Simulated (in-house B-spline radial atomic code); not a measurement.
Results of a calculation; reference values are marked as such.
## H ion on O atom: potential, deflection and energy transfer

The pair potential comes from two frozen, spherical free-atom densities (PBE, B-spline radial code, scalar-relativistic past argon): electrostatics plus the change in Thomas-Fermi kinetic and Dirac exchange energy where they overlap, the recipe behind the universal ZBL potential, which averages such potentials (from solid-state densities) over many pairs. It is written V = (Z1 Z2 e²/r) φ(r/a), with e² = 14.3996 eV·Å and a = 0.46850 Å/(Z1^0.23 + Z2^0.23); ZBL's fit is φ = 0.18175 e^(−3.1998x) + 0.50986 e^(−0.94229x) + 0.28022 e^(−0.4029x) + 0.02817 e^(−0.20162x). Where φ falls below 4e-4 it is continued as an exponential.

Masses 1.01 and 16.0 u.

| x = r/a | φ, this pair | φ, ZBL |
| --- | --- | --- |
| 0.1 | 0.9082 | 0.8928 |
| 0.5 | 0.6526 | 0.6096 |
| 1.5 | 0.3629 | 0.2995 |
| 3 | 0.1483 | 0.1292 |
| 5 | 0.05451 | 0.05224 |
| 8 | 0.0157 | 0.01705 |
| 12 | 0.00227 | 0.00474 |

(1) At x = 1 the electrostatic, kinetic and exchange parts are 269.31, 50.39 and -9.05 eV. Find r, V and φ.

(2) The ion comes in at 0.6831 keV with impact parameter 0.0896 Å. The scattering integral gives a centre-of-mass angle of 66.4° and a closest approach of 0.832 a. What are the reduced energy, the energy passed on and the laboratory angles?

Answers

(1) a = 0.46850/(1.0000 + 1.6133) = 0.17928 Å, so r = 0.17928 Å. V = 269.31 + 50.39 + (-9.05) = 310.65 eV. The bare repulsion is 1 × 8 × 14.3996/0.17928 = 642.57 eV, so φ = 0.4835, +16.1 % against ZBL's 0.4164. The kinetic (Pauli) term is 16 % of V here.

(2) ε = E a M2/(Z1 Z2 e² (M1 + M2)) = 683.1 × 1.4639e-03 = 1. The most that one collision can pass on is γE with γ = 4 M1 M2/(M1 + M2)² = 0.2234. Here T = γE sin²(θ/2) = 0.2234 × 683.1 × 0.2998 = 45.76 eV. The ion turns by arctan(sin θ/(cos θ + M1/M2)) = 63.2°, and the struck atom leaves at (180° − θ)/2 = 56.8°. The closest approach is 0.149 Å. With ZBL the angle would be 63.04° and T = 41.71 eV.
